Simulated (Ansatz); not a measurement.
# Worked example: correlation energy of BH2, doublet

Geometry: that of the BH2⁻, singlet, kept fixed.

```xyz
3

B     0.0000   -0.1234    0.0000
H     0.0000    0.6616   -0.9691
H     0.0000    0.6616    0.9691
```

Basis aug-cc-pVDZ; Ansatz 0.2.0. Only valence electrons are correlated (noble-gas cores frozen), which leaves 5 electrons in 40 orbitals. Prefix R: restricted or restricted open-shell reference; prefix U: unrestricted.

Full CI is exact within this basis and frozen core; it isn't the basis-set limit. The frozen core follows each run's orbitals, which can shift R against U totals by a few meV.

Runs differ by some tens of microhartree through their thresholds and, for an open shell, their frozen cores, so steps under 0.1 kcal/mol mean nothing.

```json
{"level": "UHF", "total energy (hartree)": "-25.740421"}
{"level": "UMP2", "total energy (hartree)": "-25.810106"}
{"level": "UCCSD", "total energy (hartree)": "-25.830734"}
{"level": "UCCSD(T)", "total energy (hartree)": "-25.832268"}
{"level": "UCCSDT", "total energy (hartree)": "-25.832753"}
{"level": "UCCSDT(Q)", "total energy (hartree)": "-25.832775"}
{"level": "UCCSDTQ", "total energy (hartree)": "-25.832779"}
{"level": "full CI", "total energy (hartree)": "-25.832775"}
```

**Question.** What is the correlation energy at full CI, and what share of it do UMP2 and UCCSD(T) recover?

**Answer.** E(corr) = -25.832775 − (-25.740421) = -0.092354 hartree = -2.513 eV. UMP2: -0.069685 / -0.092354 = 75.45 %. UCCSD(T): -0.091847 / -0.092354 = 99.45 %.

**Question.** By how many kcal/mol does UCCSD(T) miss full CI (1 hartree = 627.509 kcal/mol), and which steps make up the rest?

**Answer.** -25.832268 − (-25.832775) = 0.000507 hartree = 0.32 kcal/mol. Steps: UCCSDT − UCCSD(T) = -0.30, UCCSDT(Q) − UCCSDT = -0.01, UCCSDTQ − UCCSDT(Q) = 0.00, full CI − UCCSDTQ = 0.00 kcal/mol. That is within 1 kcal/mol of the reference in this basis, which itself misses far more of the correlation at the basis-set limit.
